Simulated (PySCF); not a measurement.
Two structures of SiNH7, singlet, reached by relaxing down either side of one saddle point (PBE0-D4/def2-TZVP). Energies are electronic, without zero-point energy. PySCF 2.14 with density fitting (its default auxiliary sets; JK sets also for MP2 and CCSD(T)); basis: def2-TZVPP and def2-QZVPP; cores frozen in the correlated methods. Extrapolation: Hartree–Fock as exp(−7.88 √X), correlation as X^−2.97. First:

Si1  (0.165, -0.452, 1.369)
H2  (1.233, -1.092, 0.564)
H3  (0.331, -0.920, 2.778)
H4  (-1.184, -0.875, 0.923)
H5  (0.299, 1.025, 1.379)
H6  (0.706, 0.725, -1.931)
N7  (-0.176, 0.494, -1.490)
H8  (-0.760, 1.320, -1.533)
H9  (-0.619, -0.219, -2.057)
(Å)

Second:

Si1  (-0.807, -0.066, 0.809)
H2  (2.987, 0.060, -0.463)
H3  (-0.176, -1.315, 1.307)
H4  (-2.253, -0.115, 1.180)
H5  (-0.215, 1.120, 1.480)
H6  (2.256, 0.067, -0.626)
N7  (-0.468, 0.059, -0.875)
H8  (-0.675, 0.920, -1.358)
H9  (-0.647, -0.732, -1.473)
(Å)

Question: Which bonds change from the first to the second?

Answer: SiH₄ + NH₃ → SiNH₅ ([NH2][SiH3]) + H₂; bonds formed: Si1–N7, H2–H6; bonds broken: Si1–H2, H6–N7.

Question: Give the saddle point's structure and its height above each. (To be estimated.)

Answer: The calculation gives: 195.9 kJ/mol above the first and 210.5 kJ/mol above the second (CCSD(T) at an estimated basis limit (MP2 extrapolated from triple and quadruple zeta, plus CCSD(T) − MP2 in triple zeta)).
```csv
atom,x (Å),y (Å),z (Å)
Si1,-0.0155,-0.0435,0.8216
H2,1.6370,0.0551,-0.0557
H3,0.4801,-1.3391,1.3454
H4,-1.4880,-0.1087,1.1827
H5,0.3994,1.2187,1.4798
H6,0.8626,0.0766,-0.9337
N7,-0.3259,0.0436,-1.0305
H8,-0.8017,0.8767,-1.3614
H9,-0.7481,-0.7794,-1.4482
```

The T1 diagnostic stays at or below 0.012.

Labels in which every atom is bracketed show which atoms are joined, not bond orders.

For scale, one of the runs: CCSD(T)/def2-TZVPP, 171 basis functions, launched by `OMP_NUM_THREADS=4 python run.py`. Hardware: 4 CPU threads of an Arm Neoverse V1, shared host. Wall time 2.1 min; peak host memory 1.2 GiB.
